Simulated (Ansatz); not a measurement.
Write a Python script for the Python package of Ansatz (0.2.0) that makes a rigid scan of one bond angle of C2H2ClN, SMILES N=C=CCl. Level of theory (for the species named): B3LYP, 6-31G* basis, multiplicity 1.

```csv
atom,x (Å),y (Å),z (Å)
N,0.5848,0.7015,-1.3277
C,0.2463,0.3168,-0.2869
C,-0.0892,-0.1394,0.8689
Cl,-1.0834,-1.4264,0.9924
H,0.0534,0.2389,-2.1121
H,0.3302,0.2446,1.8193
```

`bend.py`:
```python
'''Energy of C2H2ClN against one bond angle.'''

import ansatz as az
from ase import Atoms

BASIS_SET = '6-31G*'
FUNCTIONAL = 'B3LYP'
FORCE_TOL = 0.02

atoms = Atoms(['N', 'C', 'C', 'Cl', 'H', 'H'], positions=[
    [0.5848, 0.7015, -1.3277],
    [0.2463, 0.3168, -0.2869],
    [-0.0892, -0.1394, 0.8689],
    [-1.0834, -1.4264, 0.9924],
    [0.0534, 0.2389, -2.1121],
    [0.3302, 0.2446, 1.8193],
])

# start the scan from a relaxed geometry
first = (
    az.Crystal.molecule_from_ase(atoms).calculation()
    .basis(gaussian=BASIS_SET)
    .functional(FUNCTIONAL)
    .relax(force_tolerance=FORCE_TOL, max_steps=80)
)
atoms.positions = first.run(threads=1, backend='cpu').report['positions_ang']

rows = []
for angle in [85, 95, 105, 115, 125, 140, 160]:
    bent = atoms.copy()
    bent.set_angle(1, 0, 4, angle, indices=[4])
    calc = az.Crystal.molecule_from_ase(bent).calculation()
    calc = calc.basis(gaussian=BASIS_SET)
    calc = calc.functional(FUNCTIONAL)
    rows.append((angle, calc.run(threads=1, backend='cpu').report['free_energy_ev']))
floor = min(e for _, e in rows)
for angle, e in rows:
    print(f'angle C1-N0-H4 = {angle:3d} deg   {1000 * (e - floor):9.1f} meV')
```

```console
$ python bend.py
angle C1-N0-H4 =  85 deg       656.3 meV
angle C1-N0-H4 =  95 deg       280.1 meV
angle C1-N0-H4 = 105 deg        68.3 meV
angle C1-N0-H4 = 115 deg         0.0 meV
angle C1-N0-H4 = 125 deg        47.1 meV
angle C1-N0-H4 = 140 deg       261.9 meV
angle C1-N0-H4 = 160 deg       624.4 meV
```

The settings weren't tested for convergence. The scan is rigid, and the energies are electronic, in a modest basis. The zero is the lowest point of the grid, which needn't be the minimum. b3lyp holds the VWN-RPA fit, as in Gaussian; the form of ORCA and Turbomole is b3lyp5. Wall time of the script: 43 s on 1 thread of Arm Neoverse V2, on a shared host, peak memory 0.21 GiB.

(Lines on the test bed's own set-up are left out of the output.)
